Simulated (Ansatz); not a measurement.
# CH5AlB: the cost of one run

Program: Ansatz 0.2.0. Level of theory: UKS revPBE-D4/def2-SVP. These are calculated values, not measurements.

## Step 1: The structure to begin with

Bond lengths: B1–C2 1.532 Å, C2–Al3 2.043 Å, B1–H4 1.173 Å, B1–H5 1.173 Å, C2–H6 1.101 Å, C2–H7 1.101 Å, Al3–H8 1.595 Å. Angles: B1–C2–Al3 117.6°, B1–C2–H6 115.0°, B1–C2–H7 115.0°, Al3–C2–H6 99.5°, Al3–C2–H7 99.5°, H6–C2–H7 108.1°, C2–B1–H4 120.4°, C2–B1–H5 120.4°, H4–B1–H5 119.2°, C2–Al3–H8 130.6°.

Coordinates:

```xyz
8

B    -0.7709    0.4926   -0.7917
C     0.3829    0.5345    0.2146
Al    0.9353   -1.2253    1.0930
H    -0.5597    0.2965   -1.9290
H    -1.8792    0.6219   -0.4294
H     0.1911    1.1358    1.1170
H     1.3543    0.8427   -0.2029
H     0.3463   -2.6987    0.9285
```

## Step 2: End point A

The input, input.yaml:

```yaml
crystal:
  periodic: [false, false, false]
  atoms:
    - { symbol: B, position_ang: [-0.77094, 0.49258, -0.79173] }
    - { symbol: C, position_ang: [0.38285, 0.53452, 0.21464] }
    - { symbol: Al, position_ang: [0.93532, -1.22533, 1.09299] }
    - { symbol: H, position_ang: [-0.55973, 0.29653, -1.92904] }
    - { symbol: H, position_ang: [-1.87924, 0.62188, -0.42945] }
    - { symbol: H, position_ang: [0.19115, 1.13581, 1.117] }
    - { symbol: H, position_ang: [1.35428, 0.84273, -0.20289] }
    - { symbol: H, position_ang: [0.34633, -2.69872, 0.92846] }
magnetization:
  spin_polarized: true
  initial_magnetization: 1
basis:
  gaussian: { orbitals: def2-SVP }
hamiltonian:
  xc: revpbe
  dispersion: d4
relax:
  f_tol: 0.02
  max_steps: 50
```

On the command line:

```bash
> ansatz run input.yaml --threads 2 --pin off --max-ram 3072MiB --backend cpu --events-out ev --progress --plain --runs-dir out
```

**Question.** How long does this run take on 2 threads of Intel Xeon Platinum 8488C (Sapphire Rapids), shared host, and how much memory does it need?

About 15 s, with a peak of 0.18 GiB.
